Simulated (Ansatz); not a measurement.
A displaced shape of triplet SO:

```xyz
2

S    -0.0009   -0.0066   -0.5502
O     0.0047    0.0202    0.9558
```

It was optimised with PBE0/def2-SVP in Ansatz (development build ahead of 0.2.0) to forces under 0.001 eV/Å, with unrestricted orbitals. Each step stands on the lowest determinant of that kind that the program's search found.

What shape does it relax to, and how does the optimisation go?

```xyz
2

S    -0.0009   -0.0065   -0.5480
O     0.0047    0.0201    0.9536
```

Bond lengths: S1–O2 1.502 Å.

```
step  E − E(start) (eV)  largest force (eV/Å)
   1             0.0000                0.2356
   2            -0.0004                0.1254
   3            -0.0005                0.0012
   4            -0.0005                0.0000
```

The optimisation ended after 4 steps with its threshold met.
